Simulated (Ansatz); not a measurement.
## C2HFN2O, SMILES Fc1ncon1: a geometry optimisation

Computed with Ansatz 0.2.0 through its Python package.

The script, `opt_c2hfn2o.py`:
```python
"""Minimum-energy structure of C2HFN2O."""

from dataclasses import dataclass

import ansatz as az
import numpy as np
from rdkit import Chem
from rdkit.Chem import AllChem


@dataclass
class Options:
    basis_set: str = "6-31G*"
    xc: str = "B3LYP"
    vdw: str = "d4"


opts = Options()

# start geometry from RDKit
rd = Chem.AddHs(Chem.MolFromSmiles("Fc1ncon1"))
AllChem.EmbedMolecule(rd, randomSeed=685)
AllChem.UFFOptimizeMolecule(rd)
mol = az.Crystal.molecule()
for atom, xyz in zip(rd.GetAtoms(), rd.GetConformer().GetPositions()):
    mol = mol.atom(atom.GetSymbol(), xyz.round(5).tolist())

calc = mol.calculation().basis(gaussian=opts.basis_set).functional(opts.xc, dispersion=opts.vdw)
symbols = [site.symbol for site in mol.cartesian_sites]
start = np.array([site.position_ang for site in mol.cartesian_sites], dtype=float)
def progress(event):
    if event["event"] == "relax_step":
        row = event["data"]
        print(f"step {row['step']:3d}  E = {row['lagrangian_ev']:.6f} eV  max force {row['allowed_force_max_ev_ang']:.4f} eV/A")


r = calc.relax(force_tolerance=0.02, max_steps=100).session().plan().execute(on_event=progress).report
end = np.array(r["positions_ang"])

for key in ("converged", "free_energy_ev", "reference_energy_ev", "n_frozen", "n_occupied", "n_virtual"):
    print(f"{key:22s} {r[key]}")

print("bond        before    after (A)")
for i, j in [(0, 1), (1, 2), (1, 5), (2, 3), (3, 4), (3, 6), (4, 5)]:
    d0, d1 = (np.linalg.norm(xyz[i] - xyz[j]) for xyz in (start, end))
    print(f"{symbols[i]}{i}-{symbols[j]}{j}".ljust(10), f"{d0:8.4f} {d1:8.4f}")

charges = r["charge_distribution"]
print("dipole moment", round(4.803205 * float(np.linalg.norm(charges["dipole_moment_e_ang"])), 3), "D")
print("Mulliken:", [(s, round(q, 3)) for s, q in zip(symbols, charges["mulliken_charges_e"])])
```

Running `python opt_c2hfn2o.py` prints:
```text
step   1  E = -9831.740275 eV  max force 4.7558 eV/A
step   2  E = -9832.004967 eV  max force 2.4071 eV/A
step   3  E = -9832.121297 eV  max force 0.2850 eV/A
step   4  E = -9832.124594 eV  max force 0.0878 eV/A
step   5  E = -9832.124849 eV  max force 0.0203 eV/A
step   6  E = -9832.124868 eV  max force 0.0074 eV/A
converged              True
free_energy_ev         -9832.125019963281
reference_energy_ev    -9831.890204334544
n_frozen               0
n_occupied             [22, 22]
n_virtual              [70, 70]
bond        before    after (A)
F0-C1        1.3547   1.3122
C1-N2        1.3473   1.3638
C1-N5        1.3447   1.3065
N2-C3        1.3469   1.2983
C3-O4        1.3109   1.3380
C3-H6        1.0817   1.0814
O4-N5        1.2979   1.4085
dipole moment 2.167 D
Mulliken: [('F', -0.221), ('C', 0.612), ('N', -0.431), ('C', 0.308), ('O', -0.3), ('N', -0.175), ('H', 0.208)]
```

These settings explore the input space; basis and method may be short of convergence. The end point is the stationary point reached from this start; no frequency run checks that it is a minimum, and the basis set is modest. Total less reference energy is the dispersion correction. b3lyp holds the VWN-RPA fit, as in Gaussian; the form of ORCA and Turbomole is b3lyp5. The whole script took 34 s on 1 thread of Arm Neoverse V1, on a shared host, peak memory 0.3 GiB.

(Lines on the test bed's own set-up are left out of the output.)
